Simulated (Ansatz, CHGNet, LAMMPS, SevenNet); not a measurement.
**Longitudinal phonon frequency at L of fcc Pb: levels of theory against measurement**

Reference value: 73 cm⁻¹ (measured, temperature not stated, no zero-point or thermal correction; as tabulated in Savrasov and Savrasov (1996), arXiv:cond-mat/9604124).

**Question.** What do Morse jacobson2022, CHGNet 0.3.0, CHGNet-r²SCAN, SevenNet-0, r²SCAN give, and how far is each from the reference?

**Answer.** 
```json
[
 {"level (code)": "Morse jacobson2022 (LAMMPS)", "value (cm⁻¹)": "119", "cell (Å³/atom)": "29.77", "difference (%)": "+63"},
 {"level (code)": "CHGNet 0.3.0 (CHGNet)", "value (cm⁻¹)": "34", "cell (Å³/atom)": "32.14", "difference (%)": "-53"},
 {"level (code)": "CHGNet-r²SCAN (CHGNet)", "value (cm⁻¹)": "23", "cell (Å³/atom)": "31.02", "difference (%)": "-68"},
 {"level (code)": "SevenNet-0 (SevenNet)", "value (cm⁻¹)": "41", "cell (Å³/atom)": "31.97", "difference (%)": "-44"},
 {"level (code)": "r²SCAN (Ansatz)", "value (cm⁻¹)": "64", "cell (Å³/atom)": "31.13", "difference (%)": "-12.3"}
]
```

The best agreement in this table is that of r²SCAN (-12.3 %). Farthest off: CHGNet-r²SCAN (-68 %). No level tried lands within 5 %. Even the nearest is off by 12.3 %.

The measured value isn't corrected to a static lattice, so vibrations enter the comparison.  Density-functional levels without +SOC have no spin–orbit coupling. Each level is taken at its own relaxed cell. Ansatz's density-functional and Hartree–Fock values are scalar-relativistic unless marked +SOC, with PAW data made under PBE.

Empirical potentials (Morse jacobson2022) are fitted to chosen data, which need not cover the solid at hand: agreement can be built in, and what lay outside the fit can be far off. Machine-learned potentials (CHGNet 0.3.0, CHGNet-r²SCAN, SevenNet-0) are trained on DFT data, which may include these solids.

Differences are worked out from the printed values.

Ansatz is a program for electronic structure.
